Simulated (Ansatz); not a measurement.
**NH− (doublet): B2PLYP, RPA-PBE over a scan of the distance N1–H2, 6-31++G****

Aim: run NH− (doublet) with these functionals over a scan of the distance N1–H2, and hold them against the top wave-function level at the same points.

Method: 6-31++G**, all electrons in the functionals, frozen cores in the correlation of double hybrids and RPA; program: Ansatz 0.2.0, Gaussian basis.

The runs, in order: B2PLYP, RPA-PBE, at 0.811 Å; 0.947 Å; 1.037 Å; 1.118 Å; 1.247 Å; 1.435 Å; 1.626 Å; 1.958 Å; 2.274 Å; 2.755 Å; 3.525 Å.

24 further runs of the same task are left out: 18 that didn't finish, 6 set aside as unsound or not needed.

## (1) The geometry

The geometry derives from a PBE0/def2-TZVPD stationary point (not a proven minimum). One bond is set to the value named and the two fragments are kept rigid.

2 atoms, charge -1, spin multiplicity 2.

Atoms are counted from 1 here; the program's logs count them from 0.

Bond lengths: N1–H2 1.037 Å.

As a file:

```xyz
2
HN
N     0.0000    0.0000    0.0000
H     0.0000    0.0000    1.0366
```

No dispersion term is added.

The geometry shown and the zero of energy belong to the point 1.037 Å. The yardstick, FCI, and other wave-function levels (R restricted, U unrestricted, valence and pair active spaces) come from earlier runs.

## (2) B2PLYP, 0.811 Å

File in.yaml:

```yaml
crystal:
  periodic: [false, false, false]
  atoms:
    - {symbol: N, position_ang: [0.000000, 0.000000, 0.000000]}
    - {symbol: H, position_ang: [0.000000, 0.000000, 0.811000]}
basis:
  gaussian: {orbitals: "6-31++G**"}
total_charge: -1
magnetization: {spin_polarized: true, initial_magnetization: 1}
hamiltonian: {xc: {name: B2PLYP}}
correlation: {electrons: outside_noble_gas}
```

On the command line:

```sh
> ansatz run in.yaml --threads 1 --pin off --events-out ev --progress --plain --max-ram 2393MiB
```

After this run come: B2PLYP, 0.947 Å; B2PLYP, 1.037 Å; B2PLYP, 1.118 Å; B2PLYP, 1.247 Å; B2PLYP, 1.435 Å; B2PLYP, 1.626 Å; B2PLYP, 1.958 Å; B2PLYP, 2.274 Å; B2PLYP, 2.755 Å; B2PLYP, 3.525 Å; RPA-PBE, 0.811 Å; RPA-PBE, 0.947 Å; RPA-PBE, 1.037 Å; RPA-PBE, 1.118 Å; RPA-PBE, 1.247 Å; RPA-PBE, 1.435 Å; RPA-PBE, 1.626 Å; RPA-PBE, 1.958 Å; RPA-PBE, 2.274 Å; RPA-PBE, 2.755 Å; RPA-PBE, 3.525 Å.

Before running them: what should the planned runs give, taken together? Wanted: span of the FCI curve; largest miss, B2PLYP; largest miss, RPA-PBE.

The runs gave:

```
             quantity                    value
span of the FCI curve            85.2 kcal/mol
 largest miss, B2PLYP  +7.5 kcal/mol (1.958 Å)
largest miss, RPA-PBE  -1.2 kcal/mol (1.626 Å)
```

What this shows: Of the functionals, RPA-PBE keep the smallest largest miss at the points compared (at most 1.2 kcal/mol) and B2PLYP strays most (7.5 kcal/mol, at 1.958 Å). B2PLYP, RPA-PBE clearly break the spin symmetry at some points (⟨S²⟩ up to 1.07 above the pure value), so energy there is bought with a mixed spin. Functionals and the yardstick converge differently with the basis, so part of each miss in 6-31++G** is the basis.
